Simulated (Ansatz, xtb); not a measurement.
Ranking isomers of H3NSi

3 gas-phase structures of H3NSi, found in a search over its isomers (lower ones may exist). Each was relaxed with GFN2-xTB:

A. `N=[SiH2]`, a singlet
B. `N[SiH]`, a triplet
C. `N[SiH]`, a singlet

Question: Which do you expect lowest at r2SCAN-D4/def2-SVP, and how would the others follow?

Answer: Calculated order at r2SCAN-D4/def2-SVP: C (0.000), A (0.727), B (1.518) eV.

Energies above the lowest of each column, in eV; the last columns are at PBE0-D4/def2-TZVP geometries (a dash: not run or not comparable):

```json
{"structure": "C", "GFN2-xTB": "1.050", "HF/STO-3G": "0.000", "r2SCAN-D4/def2-SVP": "0.000", "PBE0-D4/def2-TZVP": "0.000", "CCSD(T)/def2-TZVPP": "0.000"}
{"structure": "A", "GFN2-xTB": "0.000", "HF/STO-3G": "1.886", "r2SCAN-D4/def2-SVP": "0.727", "PBE0-D4/def2-TZVP": "0.735", "CCSD(T)/def2-TZVPP": "0.691"}
{"structure": "B", "GFN2-xTB": "–", "HF/STO-3G": "1.875", "r2SCAN-D4/def2-SVP": "1.518", "PBE0-D4/def2-TZVP": "1.564", "CCSD(T)/def2-TZVPP": "1.793"}
```

CCSD(T)/def2-TZVPP puts C lowest; GFN2-xTB picks A. Flexible structures stand in one conformer each, not always the lowest. GFN2-xTB has no spin polarisation and isn't compared across spin states. Open shells are spin-unrestricted.

Programs: Ansatz 0.2.0, xtb 6.7.1.
